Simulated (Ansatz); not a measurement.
acetonitrile (SMILES CC#N) moved off its minimum; all values from Ansatz (an electronic-structure program), cores frozen in correlated methods.
(charge 0, multiplicity 1)
```xyz
6

C     -1.10615    -0.12203     0.13199
C      0.21581    -0.11302     0.11013
N      1.29750     0.08110    -0.06171
H     -1.61467    -0.59538    -0.51376
H     -1.43394    -0.03574     0.71647
H     -1.69537     0.90655    -0.44898
```

Forces at wB97M-V/def2-TZVPP (eV/Å):

```csv
atom,Fx,Fy,Fz
C1,20.433,0.737,-44.001
C2,0.656,0.082,-0.387
N3,5.169,0.389,-0.382
H4,-2.927,-5.172,-4.269
H5,-25.874,5.688,47.535
H6,2.543,-1.724,1.504
```

Problem. Give the forces (eV/Å), the total energy and the dipole at MP2/aug-cc-pVTZ.

Solution. 
```
atom       Fx      Fy       Fz
----  -------  ------  -------
C1     20.651   0.840  -44.364
C2     -1.633  -0.358   -0.018
N3      7.401   0.812   -0.751
H4     -2.950  -5.215   -4.319
H5    -26.076   5.727   47.910
H6      2.607  -1.805    1.544
```
Energy -132.1516 hartree, dipole 3.85 D.
